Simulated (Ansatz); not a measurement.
C4H8N2 can be A, `CNCC=C=N`, or B, `C/N=C\C=N\C`.

Gas-phase electronic energies from Ansatz, PBE0-D4/def2-TZVP geometries. CCSD(T)/CBS adds triple-zeta CCSD(T) − MP2 to the extrapolated MP2 energy (def2 sets, frozen cores). Functionals use def2-TZVPP. B3LYP here is the variant with VWN-RPA as its local correlation; programs differ in this. One conformer a species, not always the lowest.

Which is lower in electronic energy at CCSD(T)/CBS, and by how much? (An estimate is asked.)

The calculation gave: B, by 6.7 kcal/mol.

Give E(B) − E(A) in kcal/mol with B3LYP-D4, B2PLYP, ωB97M-V, MP2/def2-TZVPP, HF/def2-TZVPP, CCSD/def2-TZVPP, PBE-D4. (Estimate.)

Ansatz gave: B3LYP-D4 -6.2, B2PLYP -6.6, ωB97M-V -4.7, MP2/def2-TZVPP -5.7, HF/def2-TZVPP -8.2, CCSD/def2-TZVPP -7.1, PBE-D4 -5.0. None reverses the order clearly.

Largest T1 diagnostic: 0.013.

In def2-TZVPP, CCSD(T) changes the Hartree–Fock value by +0.9 kcal/mol (the triples alone add −0.3 kcal/mol) and MP2 by +2.5 kcal/mol.
